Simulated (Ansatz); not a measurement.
# BClF radical: single points off equilibrium

A test off equilibrium: a structure displaced at random from a GFN2-xTB minimum is computed at several levels, and each is set against CCSD(T).

Program: Ansatz 0.2.0, Gaussian basis. Level of theory: single points in def2-TZVPP. These are calculated values, not measurements.

Cores are frozen in the correlated methods. Orbitals are unrestricted.

## (1) Starting geometry

SMILES `F[B]Cl`, 3 atoms, charge 0, spin multiplicity 2.

Atoms are counted from 1 here; the program's logs count them from 0.

Bond lengths: F1–B2 1.338 Å, B2–Cl3 1.725 Å. Angles: F1–B2–Cl3 119.4°.

As a file:

```xyz
3
charge 0, multiplicity 2
F     0.5339    1.0779    0.3915
B    -0.3956    0.2888   -0.1590
Cl   -0.1432   -1.4169   -0.1993
```

## (2) CCSD(T)/def2-TZVPP

The input, run/in.yaml:

```yaml
crystal:
  periodic: [false, false, false]
  atoms:
    - {symbol: F, position_ang: [0.533900, 1.077900, 0.391500]}
    - {symbol: B, position_ang: [-0.395600, 0.288800, -0.159000]}
    - {symbol: Cl, position_ang: [-0.143200, -1.416900, -0.199300]}
basis:
  gaussian: {orbitals: def2-TZVPP}
magnetization: {spin_polarized: true, initial_magnetization: 1}
correlation: {method: ccsd_t}
scf: {omitted_lower_state_checks: [cluster_reference]}
output: {forces: true}
```

No record of the launch command was kept for these runs.

## (3) PBE0-D4/def2-TZVPP

Changes to run/in.yaml since step 2:

```diff
@@ -9,4 +9,3 @@
 magnetization: {spin_polarized: true, initial_magnetization: 1}
-correlation: {method: ccsd_t}
-scf: {omitted_lower_state_checks: [cluster_reference]}
-output: {forces: true}
+hamiltonian: {xc: pbe0, dispersion: d4}
+output: {forces: true, orbitals: {seedname: orbitals}}
```

## (4) wB97M-V/def2-TZVPP

Changes to run/in.yaml since step 3:

```diff
@@ -9,3 +9,3 @@
 magnetization: {spin_polarized: true, initial_magnetization: 1}
-hamiltonian: {xc: pbe0, dispersion: d4}
-output: {forces: true, orbitals: {seedname: orbitals}}
+hamiltonian: {xc: {name: wB97M-V}}
+output: {forces: true}
```

## (5) r2SCAN-D4/def2-TZVPP

Changes to run/in.yaml since step 4:

```diff
@@ -9,3 +9,3 @@
 magnetization: {spin_polarized: true, initial_magnetization: 1}
-hamiltonian: {xc: {name: wB97M-V}}
+hamiltonian: {xc: r2scan, dispersion: d4}
 output: {forces: true}
```

## (6) PBE-D4/def2-TZVPP

Changes to run/in.yaml since step 5:

```diff
@@ -9,3 +9,3 @@
 magnetization: {spin_polarized: true, initial_magnetization: 1}
-hamiltonian: {xc: r2scan, dispersion: d4}
+hamiltonian: {xc: pbe, dispersion: d4}
 output: {forces: true}
```

## (7) HSE06-D4/def2-TZVPP

Changes to run/in.yaml since step 6:

```diff
@@ -9,3 +9,3 @@
 magnetization: {spin_polarized: true, initial_magnetization: 1}
-hamiltonian: {xc: pbe, dispersion: d4}
+hamiltonian: {xc: hse06, dispersion: d4}
 output: {forces: true}
```

## (8) B97M-V/def2-TZVPP

Changes to run/in.yaml since step 7:

```diff
@@ -9,3 +9,3 @@
 magnetization: {spin_polarized: true, initial_magnetization: 1}
-hamiltonian: {xc: hse06, dispersion: d4}
+hamiltonian: {xc: {name: B97M-V}}
 output: {forces: true}
```

(Steps that only read results are left out.)

**Question.** What will these runs give? Wanted: energy less free atoms, CCSD(T)/def2-TZVPP; RMS force component; RMS force error; HOMO and LUMO, PBE0-D4; T1 diagnostic.

As calculated:

| quantity | value |
| --- | --- |
| energy less free atoms, CCSD(T)/def2-TZVPP | -1004.5 kJ/mol |
| RMS force component | 0.509 to 0.769 eV/Å over the methods |
| RMS force error | PBE0-D4 0.124, wB97M-V 0.052, r2SCAN-D4 0.029, PBE-D4 0.175, HSE06-D4 0.124, B97M-V 0.150 eV/Å |
| HOMO and LUMO, PBE0-D4 | -7.05 and -2.27 eV |
| T1 diagnostic | 0.016 |

**Reading.** Against CCSD(T) the functionals' energies less atoms differ by -99.3 to -42.3 kJ/mol, PBE-D4 by -99.3 kJ/mol. CCSD(T) in triple zeta still lacks some correlation energy of the bonds, so part of these gaps is its own basis error and they don't rank the functionals. The forces of r2SCAN-D4 come nearest to CCSD(T), those of PBE-D4 are farthest. Frozen-core CCSD(T) forces in triple zeta carry basis errors of their own, and this is one geometry, so small gaps rank nothing.
